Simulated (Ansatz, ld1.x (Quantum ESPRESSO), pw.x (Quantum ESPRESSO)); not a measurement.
## rubidium (bcc): variants of one TM potential in the solid

| Quantity | Value |
| --- | --- |
| Element | Rb (Z = 37) |
| Generator | ld1.x (Quantum ESPRESSO) 7.5 |
| Type | norm-conserving Troullier–Martins (Kleinman–Bylander form) |
| Functional | PBE |
| Relativity | scalar-relativistic |
| Frozen core | [Kr] |
| Valence charge | 1 |
| Reference configuration | 4d1 5s0 5p0 |
| Partial waves | 5s (bound, empty): rc 4.15 bohr; 5p (bound, empty): rc 4.15 bohr; 4d (bound): rc 4.20 bohr |
| Local potential | all-electron potential smoothed inside 3.65 bohr (lloc = -1) |
| Core correction | a·sin(br)/r model core, default radius (core density twice the valence density) |

Crystal test: bcc Rb in pw.x 7.5, no spin, 8³ k-points, Fermi–Dirac smearing 0.01 Ry, cutoffs set for each file from its atomic test. The reference is all-electron LAPW (Ansatz 0.2.0) with the same functional, mesh and smearing; V0 and B0 come from Birch–Murnaghan fits to the pressures at five volumes. Errors are pseudo minus all-electron; Δ is the rms difference of the E(V) curves that follow from these fits, minima aligned, over ±6 % about the mean V0. Mesh and smearing are coarse, so the numbers serve the comparison and aren't converged zero-temperature values; the lattice is a test structure that the element need not adopt.

All-electron: a0 = 5.681 Å (V0 = 91.67 Å³/atom), B0 = 2.7 GPa.

Base: This is a poor potential for the solid. The atomic tests give no hint of an error of this size, and its cause was not traced. The logarithmic derivative shows an extra or strongly shifted pseudo pole above the reference energy (s near 0.74 Ry, p near 1.76 Ry).

1 further variants are left out: they gave no file fit for a test, a broken result, the same result as the base, or pressures whose basis-set error rivals the error shown.

A dash in a converged row means that the minimum lies outside the volumes sampled.

| change | cutoffs (Ry) | pw.x | a0 (Å) | a0 error (%) | B0 error (%) | Δ (meV/atom) | mean pressure error (GPa) |
| --- | --- | --- | --- | --- | --- | --- | --- |
| base | 50/200 | converged | – | – | – | – | -0.25 |
| wave 4d (bound): rc 4.20 bohr becomes 4d (bound): rc 3.14 bohr | 50/200 | converged | – | – | – | – | -0.25 |
| core correction a·sin(br)/r model core inside 2.48 bohr | 50/200 | converged | 5.655 | -0.46 | +3.4 | 0.7 | -0.04 |
| reference 5s1 5p0; wave 4d (bound): rc 4.20 bohr becomes 4d channel at -0.15 Ry: rc 4.20 bohr | 50/200 | converged | 5.634 | -0.83 | +0.6 | 1.3 | -0.07 |

Question: Give the row for: local potential all-electron potential smoothed inside 1.64 bohr (lloc = -1).

Answer: pw.x: converged; bound ghost; mean pressure error (GPa): -0.05.
